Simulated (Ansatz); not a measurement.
Cost and result for the atomization energy of C$_{3}$H$_{5}$ClF$_{2}$, SMILES `CC(F)(F)CCl` (11 atoms, 10 bonds).

```xyz
11

C    -1.198   -0.028   -0.542
C     0.214    0.425   -0.312
F     0.935    0.269   -1.454
F     0.223    1.766   -0.035
C     0.961   -0.225    0.838
Cl    1.071   -1.982    0.669
H    -1.619    0.546   -1.368
H    -1.795    0.141    0.355
H    -1.214   -1.088   -0.790
H     0.450   -0.004    1.773
H     1.972    0.179    0.865
```

Charge 0, multiplicity 1. The geometry is a stationary point of PBE0-D4/def2-TZVP. It is one conformer, not always the lowest. Program: Ansatz. All runs use 4 threads of an Arm Neoverse V2 on a shared host. Times are those of one run each, without the atoms' runs, and a repeat can differ threefold. Electronic energies, without spin–orbit coupling; frozen cores. CCSD(T)/CBS adds CCSD(T) − MP2 in def2-TZVPP to the MP2 limit, and its time is that of the two runs behind it. T1 = 0.010. B3LYP takes the VWN-RPA correlation (the form of Gaussian; ORCA's B3LYP/G).

CCSD(T)/CBS is a level of theory with its own doubt, some kJ/mol a heavy atom from the limit and from the frozen cores, so smaller differences don't rank the functionals.

```tsv
level	functions	wall time	atomization (kcal/mol)	difference from CCSD(T)/CBS	per bond
PBE-D4/def2-TZVPP (with forces)	267	3 s	1045.2	30.5	3.1
PBE0-D4/def2-TZVPP	267	3.6 s	1022.5	7.8	0.8
r2SCAN-D4/def2-TZVPP (with forces)	267	6 s	1020.2	5.5	0.5
B2PLYP/def2-TZVPP	267	6.5 s	1002.4	-12.3	-1.2
B3LYP-D4/def2-TZVPP (with forces)	267	6.5 s	1010.3	-4.4	-0.4
ωB97X-V/def2-TZVPP	267	8 s	1018.0	3.3	0.3
ωB97M-V/def2-TZVPP (with forces)	267	12 s	1019.2	4.5	0.5
MP2/def2-QZVPP	505	28 s	1029.2	14.5	1.5
CCSD(T)/def2-TZVPP	267	5.4 min	989.2	-25.5	-2.6
CCSD(T)/CBS(def2)	–	5.8 min	1014.7	0.0	0.0
```

The D4 term adds +8.3 kcal/mol with B3LYP and +4.4 kcal/mol with PBE0; it sums over pairs of atoms, weighted by their polarisabilities, and B3LYP, whose exchange is more repulsive, gets the larger term. From PBE to PBE0 (25 % exact exchange), in def2-TZVPP and without D4, the atomization energy moves by −21.9 kcal/mol: exact exchange takes away binding that semilocal exchange gives to molecules. In def2-TZVPP, CCSD(T) changes the Hartree–Fock value by +252.8 kcal/mol (the triples alone add +16.7 kcal/mol) and MP2 by +277.9 kcal/mol; breaking electron pairs costs correlation energy, which Hartree–Fock lacks.
